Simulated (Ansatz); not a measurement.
**A cut through the energy surface**

C₂H₈Si (SMILES CC[SiH3]), singlet, at its PBE0-D4/def2-TZVP minimum:

```tsv
atom	x (Å)	y (Å)	z (Å)
C1	-0.8235	1.0669	-0.4236
C2	-0.5432	-0.4156	-0.1957
Si3	1.1526	-0.7497	0.5346
H4	-1.8174	1.2277	-0.8490
H5	-0.0971	1.5091	-1.1104
H6	-0.7716	1.6309	0.5114
H7	-0.6236	-0.9699	-1.1370
H8	-1.2937	-0.8488	0.4744
H9	1.2942	-0.0665	1.8505
H10	2.2174	-0.2327	-0.3694
H11	1.3711	-2.2085	0.7348
```

The bond length C1–H5 (1.093 Å at the minimum) is set to the values below, with the rest relaxed at PBE0-D4/def2-TZVP at each step. Each method's energies count from its own value at the PBE0-D4 minimum structure. Ansatz 0.2.0; basis: def2-TZVPP; cores frozen in the correlated methods. B3LYP uses VWN-RPA correlation.

| bond length (Å) | CCSD(T) (kcal/mol) | r2SCAN-D4 (kcal/mol) | PBE-D4 (kcal/mol) | PBE0-D4 (kcal/mol) |
| --- | --- | --- | --- | --- |
| 0.962 | 8.33 | 8.24 | 8.93 | 8.33 |
| 1.000 | 3.86 | 3.82 | 4.30 | 3.86 |
| 1.056 | 0.54 | 0.53 | 0.72 | 0.53 |
| 1.121 | 0.28 | 0.28 | 0.14 | 0.29 |
| 1.193 | 3.09 | 3.09 | 2.58 | 3.14 |
| 1.271 | 8.46 | 8.44 | 7.55 | 8.59 |
| 1.353 | 15.61 | 15.58 | 14.26 | 15.87 |
| 1.440 | 24.01 | 23.94 | 22.05 | 24.31 |
| 1.530 | 32.92 | 32.89 | 30.52 | 33.47 |

Largest difference from the CCSD(T) curve over the scan: B3LYP-D4 0.57; wB97M-V 1.16; HF 4.67; MP2 2.32 kcal/mol. Each curve counts from its own value at the minimum.

No T1 diagnostic of these runs exceeds 0.012.

For scale, one of the runs: CCSD(T)/def2-TZVPP, 216 basis functions (an equivalent command: `ansatz run in.yaml --threads 4`). The run took 28 s on 4 CPU threads (shared host), with 3.1 GiB of host memory at its peak.
